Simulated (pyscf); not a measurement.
Elementary routes open to `[SiH3][AsH2]` + `[SiH4]` in the gas phase (singlet surface):
A. `[SiH3][SiH2][AsH2]` + `[H][H]` (As–H, H–Si, H–Si broken; As–H, Si–Si, H–H formed)
B. `[SiH3][AsH][SiH3]` + `[H][H]` (As–H, H–Si broken; As–Si, H–H formed)

Optimised with ωB97X-D3(BJ)/def2-SVP in PySCF.

### Question
Rank the routes by free-energy barrier at 600 K, lowest first, for ωB97M-D3(BJ)/def2-TZVP energies (ideal gas, 1 atm, RRHO with modes under 100 cm⁻¹ raised to 100, one conformer, R ln 2 for chiral ones without a mode under 150 cm⁻¹).

### Answer
B (79.7 kcal/mol), A (92.7 kcal/mol)

Route B is the fastest of these, ahead of the next by 13.0 kcal/mol. The most stable products are those of B (ΔG = -1.7 kcal/mol), so kinetics and thermodynamics agree. At 1200 K B is still the fastest. Only these routes are compared; each barrier is that of the saddle found, and lower ones may exist. Elements up to Kr have no core potential and no relativistic terms here.
